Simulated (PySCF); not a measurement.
C₂H₇N, SMILES CCN, PBE0/def2-SVP optimised geometry. Atoms within 1.6 Å of the plane z = 0.0 Å (x, y, z in Å): C1 (0.88, -0.41, 0.00), C2 (-0.65, -0.41, 0.00), N3 (-1.29, 0.89, 0.00), H4 (1.29, -1.43, 0.00), H5 (1.27, 0.11, 0.89), H6 (1.27, 0.11, -0.89), H7 (-1.01, -0.97, 0.88), H8 (-1.01, -0.97, -0.88), H9 (-0.99, 1.43, -0.81), H10 (-0.99, 1.43, 0.81).

Level of theory: PBE0/def2-TZVP (PySCF). Cells within 0.4 Å of a nucleus heavier than hydrogen are left out (blank, or x).

Map of the HOMO amplitude (bohr^(-3/2)), clipped to [-0.25, 0.25] on the plane z = 0.0 Å; orbital energy -6.84 eV, overall sign arbitrary:

```
|4444444445555555555555555555555|
|4444444445555555555555555555555|
|4444444445555555555555555555555|
|4444444445555555555555555555555|
|4444444444555555555555555555555|
|4444444444555555555555555555555|
|4444444444555555555555555555555|
|4444443344556655555555555555555|
|4444333234566665555555555555555|
|4444332112577766555555555555555|
|444332100xx99766555555555555555|
|44433200xxxx9766555555555555555|
|44433210xxx98765554455555555555|
|4444321000477655444445555555555|
|4444332222466554433445555555555|
|4444433334566543323455555555555|
|44444444455xxx3221xxx6555555555|
|44444444556xxx2221xxx6655555555|
|444444455566xx3222xx66655555555|
|4444445555665433334566655555555|
|4444555555555444444566655555555|
|5555555555555544445566655555555|
|5555555555555544445566555555555|
|5555555555555555555555555555555|
|5555555555555555555555555555555|
|5555555555555555555555555555555|
|5555555555555555555555555555555|
|5555555555555555555555555555555|
|5555555555555555555555555555555|
|5555555555555555555555555555555|
|5555555555555555555555555555555|
```
Scale: ten equal steps from -0.250 (start of '0') to 0.250 (end of '9'), in the order '0123456789'; x runs from -3.50 to 3.50, y from -3.50 (bottom) to 3.50 (top).
